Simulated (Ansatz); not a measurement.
in.yaml

```yaml
crystal:
  periodic: [false, false, false]
  atoms:
    - {symbol: Si, position_ang: [0.000000, 0.000000, 0.000000]}
    - {symbol: O, position_ang: [0.000000, 0.000000, 2.383000]}
basis:
  gaussian: {orbitals: 6-31G}
magnetization: {spin_polarized: false}
correlation: {method: ccsdt_q, electrons: outside_noble_gas}
```

```sh
$ ansatz run in.yaml --threads 1 --pin off --events-out ev --progress --plain --max-ram 2393MiB
```

The program prints:

```
381 factors; integrals over basis functions are off by at most 3.2e-8 eV
mean field evaluation 1: about -9876.8684 eV, gradient 6.3e1 eV
mean field evaluation 2: about -9876.8691 eV, gradient 6.3e1 eV
mean field evaluation 4: about -9884.0379 eV, gradient 4.3e1 eV
mean field evaluation 8: about -9891.2578 eV, gradient 4.9e0 eV
mean field evaluation 16: about -9891.3396 eV, gradient 1.7e-4 eV
mean field evaluation 32: about -9885.2235 eV, gradient 2.1e1 eV
mean field evaluation 64: about -9886.8886 eV, gradient 2.1e-1 eV
mean field evaluation 96: about -9891.2959 eV, gradient 5.5e-1 eV
mean field evaluation 128: about -9890.7051 eV, gradient 7.4e-2 eV
mean field evaluation 160: about -9888.9809 eV, gradient 1.1e0 eV
...
cycle  28  -8.38776782 eV  change   -5.9e-6 eV  update   3.8e-6
cycle  29  -8.38776950 eV  change   -1.7e-6 eV  update   2.4e-6
cycle  30  -8.38776655 eV  change    3.0e-6 eV  update   1.1e-6
cycle  31  -8.38776697 eV  change   -4.2e-7 eV  update   6.9e-7
cycle  32  -8.38776745 eV  change   -4.9e-7 eV  update   4.0e-7
cycle  33  -8.38776160 eV  change    5.9e-6 eV  update   9.9e-7
cycle  34  -8.38776255 eV  change   -9.5e-7 eV  update   6.7e-7
cycle  35  -8.38776063 eV  change    1.9e-6 eV  update   5.2e-7
cycle  36  -8.38776028 eV  change    3.5e-7 eV  update   2.4e-7
cycle  37  -8.38775993 eV  change    3.5e-7 eV  update   1.3e-7
perturbative correction -0.61220241 eV, -0.0224980235 hartree
WARN: the results are in doubt because among natural orbitals full CI differs from the method by +0.360 eV
Total energy: -9899.50412076 eV, -363.8000663132 hartree
In doubt: among natural orbitals full CI differs from the method by +0.360 eV
```

For the same geometry and basis full CI lies 457.3 meV higher. By full CI's occupations no single determinant describes the state well.

Ran on 1 thread of Arm Neoverse V2, shared host: 2.3 s wall, 0.09 GiB peak host memory.
